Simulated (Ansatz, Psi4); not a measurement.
# SO3 (sulfur trioxide): from total energies to a heat of formation

SO3: 4 atoms, total charge 0, spin state singlet. SMILES: `O=S(=O)=O`. The shape is that of a PBE0-D4/def2-TZVP optimisation.

| atom | x (Å) | y (Å) | z (Å) |
| --- | --- | --- | --- |
| O | -1.1216 | -0.6846 | 0.5367 |
| S | 0.0000 | 0.0000 | 0.0000 |
| O | 1.3089 | -0.3277 | 0.4405 |
| O | -0.1874 | 1.0123 | -0.9771 |

Total energies at M06-L/6-311+G** (Psi4 1.11); the atoms run unrestricted:

| species | state | energy (Eh) |
| --- | --- | --- |
| SO3 | singlet | -623.826404 |
| O | triplet | -75.079195 |
| S | triplet | -398.103953 |

Harmonic wavenumbers at PBE0-D4/def2-TZVP, in cm⁻¹: 509, 534, 534, 1110, 1445, 1445.

Measured heats of formation of the gaseous atoms at 298.15 K, in kJ/mol: O 249.2, S 277.0. Spin-orbit lowering of the atoms at 298 K (mean of the ground term's levels less their thermal mean, from spectra), in kJ/mol: O 0.40, S 1.88. Take 1 Eh = 2625.50 kJ/mol, 1 cm⁻¹ = 0.0119627 kJ/mol, RT = 2.479 kJ/mol.

Question: Work out the heat of formation of the gas at 298 K.

Answer: 
1. Electronic atomisation energy: 3 × (-75.079195) + (-398.103953) − (-623.826404) = 0.484866 Eh = 1273.0 kJ/mol.
2. Zero-point energy: half the sum of the wavenumbers, 2788.5 cm⁻¹ = 33.4 kJ/mol.
3. Thermal vibrational enthalpy, Σ hcν̃/(exp(hcν̃/kT) − 1): 1.7 kJ/mol. Translation, rotation and pV of a non-linear molecule: 4 RT = 9.9 kJ/mol.
4. The 4 free atoms carry 5/2 RT each: 24.8 kJ/mol.
5. Spin-orbit coupling lowers the free atoms by 3 × 0.40 + 1.88 = 3.1 kJ/mol.
6. Atomisation enthalpy at 298 K: 1273.0 − 3.1 − 33.4 − 1.7 − 9.9 + 24.8 = 1249.7 kJ/mol.
7. Sum of the atoms' heats of formation: 1024.6 kJ/mol. Heat of formation: 1024.6 − 1249.7 = -225.1 kJ/mol.

The tabulated value is -395.8 kJ/mol (NIST-JANAF tables), so this level is off by +170.7 kJ/mol, or 12.0 % of the atomisation enthalpy that the table implies (1420.4 kJ/mol). Anharmonicity and any spin-orbit splitting of the molecule are left out.
